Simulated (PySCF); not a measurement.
Some computed properties have been withheld. Give your best values.

CH₃O₃S (charge -1).
Z-matrix (Å and degrees, PBE0-D3(BJ)/def2-TZVP geometry), rows numbered from 1:
```
C 
S   1  1.7960
O   2  1.4575  1  104.37
O   2  1.4571  1  104.30  3   120.00
O   2  1.4575  1  104.27  3  -120.00
H   1  1.0906  2  108.73  3    61.58
H   1  1.0905  2  108.66  3  -178.44
H   1  1.0905  2  108.71  3   -58.41
```

```tsv
property	level	value
point group	PBE0-D3(BJ)/def2-TZVP	?
rotational constants A, B, C	PBE0-D3(BJ)/def2-TZVP	?
HOMO energy	B97-2/pcSseg-2	?
LUMO energy	B97-2/pcSseg-2	?
13C chemical shifts (computed TMS as zero) by class	GIAO B97-2/pcSseg-2	40.3 (C1) ppm
1H chemical shifts (computed TMS as zero) by class	GIAO B97-2/pcSseg-2	?
isotropic shieldings of nuclei other than C and H, by class	GIAO B97-2/pcSseg-2	?
```

Electronic properties: PySCF, gas phase, density fitting. Geometry: PBE0-D3(BJ)/def2-TZVP; no solvent, vibrations or thermal averaging. No diffuse functions stand in pcSseg-2, which bears on an anion's orbital energies.

Q: The HOMO energy?

A: -1.81 eV.

Q: Give the LUMO energy.

A: 4.60 eV.

Q: Give the 1H chemical shifts (computed TMS as zero) by class.

A: 1.82 (H6/H7/H8) ppm.

Q: What is the point group?

A: C3v.

Q: What are the isotropic shieldings of nuclei other than C and H, by class?

A: 109 (O3/O4/O5), 182 (S2) ppm.

Q: Give the rotational constants A, B, C.

A: 5.110, 4.719, 4.718 GHz.

The rotational constants are those of a prolate symmetric top; the small spread among constants that symmetry makes equal is optimisation noise. With B = h/(8π²I), that is 505.379 GHz u Å² over I, the principal moments of inertia are 98.9, 107.1 and 107.1 u Å² (most abundant isotopes); the inertial defect Ic − Ia − Ib is -98.9 u Å² (zero for a rigid planar frame, negative otherwise).
